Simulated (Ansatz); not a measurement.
**[NH2···H···CH3], doublet in cc-pVDZ: errors against UCCSDT(Q)**

Geometry: a point of a hydrogen-transfer path between rigid fragments, not a stationary point.

```yaml
atoms:
  - { symbol: N, position_ang: [-1.1558, -0.0178, -0.0277] }
  - { symbol: H, position_ang: [-1.4531, 0.9501, -0.0277] }
  - { symbol: H, position_ang: [-1.4531, -0.4201, 0.8526] }
  - { symbol: H, position_ang: [0.1702, -0.0178, -0.0277] }
  - { symbol: C, position_ang: [1.2602, -0.0178, -0.0277] }
  - { symbol: H, position_ang: [1.2602, -1.0978, -0.0277] }
  - { symbol: H, position_ang: [1.2602, 0.5222, 0.9077] }
  - { symbol: H, position_ang: [1.2602, 0.5222, -0.9630] }
```

Basis cc-pVDZ; Ansatz 0.2.0. Only valence electrons are correlated (noble-gas cores frozen), which leaves 15 electrons in 56 orbitals. Prefix R: restricted or restricted open-shell reference; prefix U: unrestricted. Active spaces: pair = (3e, 3o) about the gap.

Full CI isn't at hand for all of this; UCCSDT(Q) serves as the reference, and is uncertain by about the last step of the cluster series. The frozen core follows each run's orbitals, which can shift R against U totals by a few meV.

For open shells CISD is restricted-active-space CI with the open shells as a complete middle space.

```
UHF ⟨S²⟩                          : 0.778
T1 diagnostic (RCCSD)             : 0.0241
largest doubles amplitude (RCCSD) : 0.033
T1 diagnostic (UCCSD)             : 0.0143
```

| level | E − E(RHF) (eV) |
| --- | --- |
| UHF | -0.2518 |
| RMP2 | -9.2788 |
| UMP2 | -9.2388 |
| RCCSD | -10.2891 |
| UCCSD | -10.2966 |
| RCCSD(T) | -10.5431 |
| UCCSD(T) | -10.5424 |

Task: Estimate how far UCCSDT(Q) in cc-pVDZ lies from RCCSD(T). The table doesn't fix it; the size of (T) and the diagnostics are the guide.

Result: UCCSDT(Q) in cc-pVDZ lies 1.40 mEh below RCCSD(T), which is 15 % of the (T) step (-9.34 mEh). The diagnostics are small and one determinant leads, so the series closes fast and only a small part of (T) is left.

The other levels:

```json
{"level": "CISD", "E − E(UCCSDT(Q)) (mEh)": "46.36", "share of correlation (%)": "88.08", "wall time": "14 s"}
{"level": "BCCD(T)", "E − E(UCCSDT(Q)) (mEh)": "1.40", "share of correlation (%)": "99.64", "wall time": "3.4 s"}
{"level": "RCCSDT", "E − E(UCCSDT(Q)) (mEh)": "0.63", "share of correlation (%)": "99.84", "wall time": "–"}
{"level": "UCCSDT", "E − E(UCCSDT(Q)) (mEh)": "0.59", "share of correlation (%)": "99.85", "wall time": "–"}
{"level": "RCCSDT(Q)", "E − E(UCCSDT(Q)) (mEh)": "0.02", "share of correlation (%)": "99.99", "wall time": "7.5 s (H100)"}
{"level": "CASSCF (pair space)", "E − E(UCCSDT(Q)) (mEh)": "368.15", "share of correlation (%)": "5.33", "wall time": "–"}
{"level": "NEVPT2 (pair space)", "E − E(UCCSDT(Q)) (mEh)": "46.55", "share of correlation (%)": "88.03", "wall time": "1.1 s"}
{"level": "MRCISD (pair space)", "E − E(UCCSDT(Q)) (mEh)": "41.68", "share of correlation (%)": "89.28", "wall time": "–"}
{"level": "MRCISD+Q (pair space)", "E − E(UCCSDT(Q)) (mEh)": "6.43", "share of correlation (%)": "98.35", "wall time": "3 s (H100)"}
```

The correlation energy at UCCSDT(Q), counted from RHF, is -10.581 eV. That run took 7 s on 2 threads of AMD EPYC 7R13 with a shared H100 80 GB, shared host.

Times hold each run's SCF and search for its determinant on a shared host, so for small cases they say little of a method's own cost; rows without a card ran on 1 thread of AMD EPYC 7R13.
